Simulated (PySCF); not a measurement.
NO, SMILES [N]=O (connectivity only; charge and spin as stated), charge +1, multiplicity 1. Atoms are numbered in the order given.

```xyz
2

N      0.0000     0.0000    -0.5706
O      0.0000     0.0000     0.4992
```
Charge +1, spin multiplicity 1.

The structure is a stationary point at PBE-D3(BJ)/def2-TZVPD.

Two levels are set side by side: PBE/pcSseg-2 (PySCF) and PBE0/pcSseg-2 (PySCF). GIAO shifts against H2O (¹⁷O), NH3 (¹⁵N) at the same level; non-relativistic, no solvent, atoms listed together averaged. Differences are taken from unrounded values.

```
quantity             PBE0    PBE  PBE minus PBE0
------------------  -----  -----  --------------
δ(¹⁵N) of N1 (ppm)  437.5  423.4           -14.1
δ(¹⁷O) of O2 (ppm)  539.6  525.2           -14.4
```

Rough cost on one machine, each run with all the roots and properties that it gave: PBE0 against PBE within a factor of 2.
